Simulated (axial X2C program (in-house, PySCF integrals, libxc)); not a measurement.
# MgP⁻: bond constants with and without spin–orbit coupling

All values were computed with an axial X2C code built on PySCF integrals. Spin-free means the one-electron spin-free X2C Hamiltonian; two-component (2c) means X2C with spin–orbit coupling and atomic mean-field two-electron Coulomb and Gaunt terms, so the difference of the two also holds small scalar two-electron terms. Basis: P dyall-av3z [9s8p3d2f], Mg dyall-av3z [10s9p6d4f] (cores contracted in-house); Gaussian nuclei, density fitting, unrestricted open shells. Masses: P 30.974 u, Mg 23.985 u.

State, spin-free: M_S = 1, Λ = 1 (beyond evenly filled blocks: σα, π+α, π+β, π-α); electrons by block: σα: 9, σβ: 8, π+α: 3, π+β: 3, π-α: 3, π-β: 2. Fragments: P- + Mg.

State, 2c: Ω = 2 (⟨Sz⟩ = 1.00, ⟨Lz⟩ = 1.00 at PBE0); electrons by block: 1/2: 12, -1/2: 11, 3/2: 3, -3/2: 2. Fragments: P- + Mg.

```tsv
Hamiltonian	level	Re (Å)	ωe (cm⁻¹)	Be (cm⁻¹)	De (eV)	μ (D)
spin-free	PBE0	2.402	363.1	0.2161	1.40	0.55
spin-free	CCSD	2.439	333.9	0.2096	1.21	n/a
spin-free	CCSD(T)	2.424	356.7	0.2123	1.36	n/a
spin-free	B3LYP	2.424	343.3	0.2122	1.22	0.56
2c	PBE0	2.402	363.0	0.2161	1.41	0.55
2c	CCSD	2.440	334.6	0.2095	1.22	n/a
2c	B3LYP	2.424	343.1	0.2122	1.23	0.56
```

Correlated methods: 8 electrons correlated (number of frozen shells: P 2 s, 1 p; Mg 2 s, 1 p), 276 virtual spin orbitals or spinors in MP2, 90 natural virtuals in coupled cluster.

Dipoles are positive if Mg is the positive end and refer to the centre of mass.

The state is one determinant whose occupation by symmetry is held fixed; it was picked as the lowest of a PBE0 search that is not exhaustive. De is counted from the lowest determinant-based energies of the atoms at the same level, without counterpoise correction. Density functionals use the spin component along the axis (collinear). Coupled cluster ran in a truncated set of natural virtual spinors; the MP2 energy of the rest was added. (T) has no such correction and the atoms are truncated less, which lowers De at CCSD(T) by a hundredth of an eV or more. In 2c an atomic determinant is not the ground J level, so De misses part of the atomic spin–orbit lowering. This holds for PBE0, CCSD, B3LYP. PBE0 can misorder states that lie within some tenths of an eV, so this need not be the ground state of the molecule. The nearest other spin-free determinant of the search, M_S = 0, Λ = 1, lies 0.08 eV up at the distance of the search. The functionals have no current-density term, which raises determinants with orbital currents, atoms included. With several unpaired electrons one determinant need not be a pure state. A state of lower Ω lies just above, and one determinant can place such states too high, so the state shown need not be the lowest. The search has Ω = 1 only 0.08 eV up. Open-shell Ω = 0 determinants with evenly filled partner blocks cannot be reached by this program, so the Ω shown need not be the lowest component. The highest occupied level of some functionals is positive through self-interaction error; at Hartree–Fock it is bound. The determinant is spin-polarised beyond a pure state at some levels (its spin-free form has ⟨S²⟩ too high), which makes Re and μ there less reliable.

No reliable constants came from CCSD(T) (2c), HF (2c), HF (spin-free), MP2 (2c), MP2 (spin-free): no minimum in range, unconverged points, a curve that is not smooth, a change of character along it, or the two Hamiltonians disagreeing along it.

Rough cost a point (2c) on 1 thread(s) of a shared host, integrals apart: PBE0 0.5 s, B3LYP 0.5 s.

The whole task took 72 s on 1 thread of AMD EPYC 9B45 (Zen 5), on a shared host.
